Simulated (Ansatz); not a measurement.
We consider hexagonal BN, described by PBEsol (plane waves, PAW; Ansatz, a quantum-chemistry and plane-wave program).

Rigid layers of the crystal as relaxed at this level are moved apart or together:

| run | k mesh | layer repeat (Å) | energy against free layers (meV/Å²) | gap on the mesh (eV) |
|---|---|---|---|---|
| 1 | 18×18×6 | 3.03 | 2.94 | 3.983 |
| 2 | 18×18×6 | 3.18 | -0.17 | 4.066 |
| 3 | 18×18×6 | 3.33 | -1.56 | 4.145 |
| 4 | 18×18×6 | 3.53 | -1.99 | 4.275 |
| 5 | 18×18×6 | 3.83 | -1.55 | 4.412 |
| 6 | 18×18×4 | 4.33 | -0.70 | 4.314 |
| 7 | 18×18×4 | 5.33 | -0.15 | 4.257 |
| 8 | 18×18×4 | 7.33 | 0.00 | 4.431 |

The lowest energy of these points lies at a layer repeat of 3.53 Å.

Note: the cell comes from a level without a dispersion term, which matters for the spacing of layers, chains or molecules.
